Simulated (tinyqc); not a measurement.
Inside a calculation. Method: extended Hueckel theory, for H3S+. The parameters take no account of the charge, which enters only through the electron count. One step of it, computed by the program tinyqc.

Task: Orbitals. Solve H C = S C e through S^(-1/2); fill by pairs from the bottom, a degenerate level sharing its electrons equally; each orbital has its largest coefficient positive (the first on a tie).

H (eV), order 1S 3s, 1S 3px, 1S 3py, 1S 3pz, 2H 1s, 3H 1s, 4H 1s:
```
[[-20.000000, 0.000000, 0.000000, 0.000000, -11.610041, -11.595510, -11.595510],
 [0.000000, -13.300000, 0.000000, 0.000000, -11.353757, 5.673003, 5.673003],
 [0.000000, 0.000000, -13.300000, 0.000000, 0.000000, -9.825967, 9.825967],
 [0.000000, 0.000000, 0.000000, -13.300000, 2.981154, 2.976743, 2.976743],
 [-11.610041, -11.353757, 0.000000, 2.981154, -13.600000, -1.816447, -1.816447],
 [-11.595510, 5.673003, -9.825967, 2.976743, -1.816447, -13.600000, -1.813678],
 [-11.595510, 5.673003, 9.825967, 2.976743, -1.816447, -1.813678, -13.600000]]
```

overlap S, order 1S 3s, 1S 3px, 1S 3py, 1S 3pz, 2H 1s, 3H 1s, 4H 1s:
```
[[1.000000, 0.000000, 0.000000, 0.000000, 0.394899, 0.394405, 0.394405],
 [0.000000, 1.000000, 0.000000, 0.000000, 0.482369, -0.241020, -0.241020],
 [0.000000, 0.000000, 1.000000, 0.000000, 0.000000, 0.417460, -0.417460],
 [0.000000, 0.000000, 0.000000, 1.000000, -0.126656, -0.126468, -0.126468],
 [0.394899, 0.482369, 0.000000, -0.126656, 1.000000, 0.076321, 0.076321],
 [0.394405, -0.241020, 0.417460, -0.126468, 0.076321, 1.000000, 0.076205],
 [0.394405, -0.241020, -0.417460, -0.126468, 0.076321, 0.076205, 1.000000]]
```

valence electrons = 8

Give: orbital energies; occupations; coefficients; sum of one-electron energies.

Result:

orbital energies (eV): [-22.5275, -17.0343, -17.0335, -13.5859, 3.7088, 3.7343, 6.7556]

occupations: [2.0000, 2.0000, 2.0000, 2.0000, 0.0000, 0.0000, 0.0000]

coefficients, order 1S 3s, 1S 3px, 1S 3py, 1S 3pz, 2H 1s, 3H 1s, 4H 1s:
```
[[0.6946, -0.0002, 0.0000, 0.2119, 0.0000, -0.0086, 1.0978],
 [0.0000, 0.5753, 0.0000, 0.0000, 0.0000, 1.1296, 0.0099],
 [0.0000, 0.0000, 0.5753, 0.0000, 1.1291, 0.0000, 0.0000],
 [-0.0090, 0.0000, 0.0000, 0.9594, 0.0000, 0.0031, -0.3935],
 [0.2160, 0.4565, 0.0000, -0.0726, 0.0000, -0.9697, -0.6950],
 [0.2157, -0.2285, 0.3955, -0.0726, -0.8442, 0.4933, -0.6820],
 [0.2157, -0.2285, -0.3955, -0.0726, 0.8442, 0.4933, -0.6820]]
```

sum of one-electron energies = -140.3623 eV
